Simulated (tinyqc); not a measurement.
Worked calculation: coupled-perturbed Hartree-Fock on RHF in the sto-3g basis, for LiH, spin multiplicity 1. One step of it, computed by the program tinyqc.

Problem. Coupled step 2. U_ai = -(mu_ai + sum_bj [4 (ai|bj) - (ab|ij) - (aj|bi)] U_bj) / (e_a - e_i); alpha = -4 sum U_ai mu_ai.

U after step 1:
```
           i1         i2
a3   0.000000   0.000000
a4  -0.055674  -2.366143
a5   0.043724   1.858289
a6   0.000000   0.000000
```

dipole integrals <a|y|i> (bohr):
```
           i1         i2
a3   0.000000   0.000000
a4   0.161761   0.761342
a5  -0.127042  -0.597933
a6   0.000000   0.000000
```

orbital energies (hartree): MO1 -2.345989, MO2 -0.300692, MO3 0.079474, MO4 0.163317, MO5 0.163317, MO6 0.595508

Two-electron integrals over orbitals (pq|rs), unique and non-zero (hartree):
```
(11|11) 1.657526    (21|11) -0.122723   (21|21) 0.016361    (22|11) 0.392559
(22|21) 0.008396    (22|22) 0.500810    (31|11) -0.136557   (31|21) 0.011915
(31|22) -0.018371   (31|31) 0.021333    (32|11) 0.009685    (32|21) -0.004020
(32|22) -0.045482   (32|31) 0.000286    (32|32) 0.011410    (33|11) 0.396119
(33|21) -0.012359   (33|22) 0.229722    (33|31) 0.002174    (33|32) 0.004920
(33|33) 0.339447    (41|41) 0.009821    (42|41) 0.007672    (42|42) 0.024536
(43|41) 0.010235    (43|42) 0.019184    (43|43) 0.041389    (44|11) 0.396292
(44|21) -0.004839   (44|22) 0.279829    (44|31) -0.004896   (44|32) 0.003857
(44|33) 0.282389    (44|44) 0.312946    (51|51) 0.009821    (52|51) 0.007672
(52|52) 0.024536    (53|51) 0.010235    (53|52) 0.019184    (53|53) 0.041389
(54|54) 0.016869    (55|11) 0.396292    (55|21) -0.004839   (55|22) 0.279829
(55|31) -0.004896   (55|32) 0.003857    (55|33) 0.282389    (55|44) 0.279207
(55|55) 0.312946    (61|11) 0.031268    (61|21) -0.006919   (61|22) -0.004827
(61|31) 0.000044    (61|32) 0.000681    (61|33) 0.008518    (61|44) -0.000276
(61|55) -0.000276   (61|61) 0.005802    (62|11) -0.014067   (62|21) 0.006923
(62|22) 0.137771    (62|31) -0.002232   (62|32) -0.032600   (62|33) -0.006127
(62|44) -0.005416   (62|55) -0.005416   (62|61) 0.001018    (62|62) 0.122293
(63|11) 0.017434    (63|21) -0.004986   (63|22) -0.050668   (63|31) 0.004610
(63|32) 0.007647    (63|33) 0.036142    (63|44) 0.000724    (63|55) 0.000724
(63|61) 0.003924    (63|62) -0.030434   (63|63) 0.026305    (64|41) -0.005801
(64|42) -0.019329   (64|43) -0.013906   (64|64) 0.019087    (65|51) -0.005801
(65|52) -0.019329   (65|53) -0.013906   (65|65) 0.019087    (66|11) 0.361321
(66|21) 0.005622    (66|22) 0.459727    (66|31) -0.011464   (66|32) -0.041045
(66|33) 0.242432    (66|44) 0.270080    (66|55) 0.270080    (66|61) -0.000918
(66|62) 0.145709    (66|63) -0.043011   (66|66) 0.456967
```

Give: U after step 2; polarisability.

Solution.

U after step 2:
```
         i1       i2
a3   0.0000   0.0000
a4  -0.0463  -2.6890
a5   0.0364   2.1119
a6   0.0000   0.0000
```

polarisability = 13.2887 bohr^3
